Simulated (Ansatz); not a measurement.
# Al2NH3 (SMILES [NH]1[AlH][AlH]1): functionals against CCSD(T) at one geometry

Aim: energy, forces and dipole at a structure displaced at random from a GFN2-xTB minimum, from CCSD(T) and from density functionals.

Program: Ansatz 0.2.0, Gaussian basis. Level of theory: single points in def2-TZVPP. These are calculated values, not measurements.

Correlated methods freeze the cores. B3LYP uses VWN-RPA correlation.

## (1) Starting geometry

SMILES `[NH]1[AlH][AlH]1`, 6 atoms, charge 0, spin multiplicity 1.

Atoms are counted from 1 here; the program's logs count them from 0.

Bond lengths: N1–Al2 1.747 Å, N1–Al3 1.847 Å, N1–H4 1.051 Å, Al2–Al3 2.580 Å, Al2–H5 1.663 Å, Al3–H6 1.711 Å. Angles: Al2–N1–Al3 91.7°, Al2–N1–H4 145.2°, Al3–N1–H4 123.0°, N1–Al2–Al3 45.7°, N1–Al2–H5 165.7°, Al3–Al2–H5 148.6°, N1–Al3–Al2 42.6°, N1–Al3–H6 160.9°, Al2–Al3–H6 156.4°.

As a file:

```mol
Al2H3N
  3D, bonds by distance, orders not assigned

  6  6  0  0  0  0  0  0  0  0999 V2000
   -0.7626   -0.3187   -0.2767 N   0  0
    0.6153    0.3202   -1.1390 Al  0  0
    0.0755   -0.0798    1.3518 Al  0  0
   -1.7229   -0.7360   -0.3711 H   0  0
    1.6767    0.8855   -2.2878 H   0  0
    0.3403   -0.0298    3.0417 H   0  0
  1  2  8  0
  1  3  8  0
  1  4  8  0
  2  3  8  0
  2  5  8  0
  3  6  8  0
M  END
```

## (2) CCSD(T)/def2-TZVPP

run/in.yaml

```yaml
crystal:
  periodic: [false, false, false]
  atoms:
    - {symbol: N, position_ang: [-0.762600, -0.318700, -0.276700]}
    - {symbol: Al, position_ang: [0.615300, 0.320200, -1.139000]}
    - {symbol: Al, position_ang: [0.075500, -0.079800, 1.351800]}
    - {symbol: H, position_ang: [-1.722900, -0.736000, -0.371100]}
    - {symbol: H, position_ang: [1.676700, 0.885500, -2.287800]}
    - {symbol: H, position_ang: [0.340300, -0.029800, 3.041700]}
basis:
  gaussian: {orbitals: def2-TZVPP}
correlation: {method: ccsd_t}
output: {forces: true}
```

The command line of these runs was not kept.

## (3) PBE0-D4/def2-TZVPP

Changes to run/in.yaml since step 2:

```diff
@@ -11,3 +11,3 @@
   gaussian: {orbitals: def2-TZVPP}
-correlation: {method: ccsd_t}
-output: {forces: true}
+hamiltonian: {xc: pbe0, dispersion: d4}
+output: {forces: true, orbitals: {seedname: orbitals}}
```

## (4) wB97M-V/def2-TZVPP

Changes to run/in.yaml since step 3:

```diff
@@ -11,3 +11,3 @@
   gaussian: {orbitals: def2-TZVPP}
-hamiltonian: {xc: pbe0, dispersion: d4}
-output: {forces: true, orbitals: {seedname: orbitals}}
+hamiltonian: {xc: {name: wB97M-V}}
+output: {forces: true}
```

## (5) r2SCAN-D4/def2-TZVPP

Changes to run/in.yaml since step 4:

```diff
@@ -11,3 +11,3 @@
   gaussian: {orbitals: def2-TZVPP}
-hamiltonian: {xc: {name: wB97M-V}}
+hamiltonian: {xc: r2scan, dispersion: d4}
 output: {forces: true}
```

## (6) PBE-D4/def2-TZVPP

Changes to run/in.yaml since step 5:

```diff
@@ -11,3 +11,3 @@
   gaussian: {orbitals: def2-TZVPP}
-hamiltonian: {xc: r2scan, dispersion: d4}
+hamiltonian: {xc: pbe, dispersion: d4}
 output: {forces: true}
```

## (7) r2SCANh-D4/def2-TZVPP

Changes to run/in.yaml since step 6:

```diff
@@ -11,3 +11,3 @@
   gaussian: {orbitals: def2-TZVPP}
-hamiltonian: {xc: pbe, dispersion: d4}
+hamiltonian: {xc: {name: r2SCANh}, dispersion: d4}
 output: {forces: true}
```

## (8) B3LYP-D4/def2-TZVPP

Changes to run/in.yaml since step 7:

```diff
@@ -11,3 +11,3 @@
   gaussian: {orbitals: def2-TZVPP}
-hamiltonian: {xc: {name: r2SCANh}, dispersion: d4}
+hamiltonian: {xc: {name: B3LYP}, dispersion: d4}
 output: {forces: true}
```

(Steps that only read results are left out.)

What does the calculation give? Wanted: energy less free atoms, CCSD(T)/def2-TZVPP; RMS force component; RMS force error; HOMO and LUMO, PBE0-D4; T1 diagnostic.

As calculated:

| quantity | value |
| --- | --- |
| energy less free atoms, CCSD(T)/def2-TZVPP | -353.0 kcal/mol |
| RMS force component | 1.299 to 1.413 eV/Å over the methods |
| RMS force error | PBE0-D4 0.128, wB97M-V 0.098, r2SCAN-D4 0.128, PBE-D4 0.166, r2SCANh-D4 0.137, B3LYP-D4 0.095 eV/Å |
| HOMO and LUMO, PBE0-D4 | -4.62 and -1.38 eV |
| T1 diagnostic | 0.017 |

In words: Against CCSD(T) the functionals' energies less atoms differ by -18.5 to -7.8 kcal/mol, PBE-D4 by -18.5 kcal/mol. CCSD(T) in triple zeta still lacks some correlation energy of the bonds, so part of these gaps is its own basis error and they don't rank the functionals. The forces of B3LYP-D4 come nearest to CCSD(T), those of PBE-D4 are farthest. Frozen-core CCSD(T) forces in triple zeta carry basis errors of their own, and this is one geometry, so small gaps rank nothing.
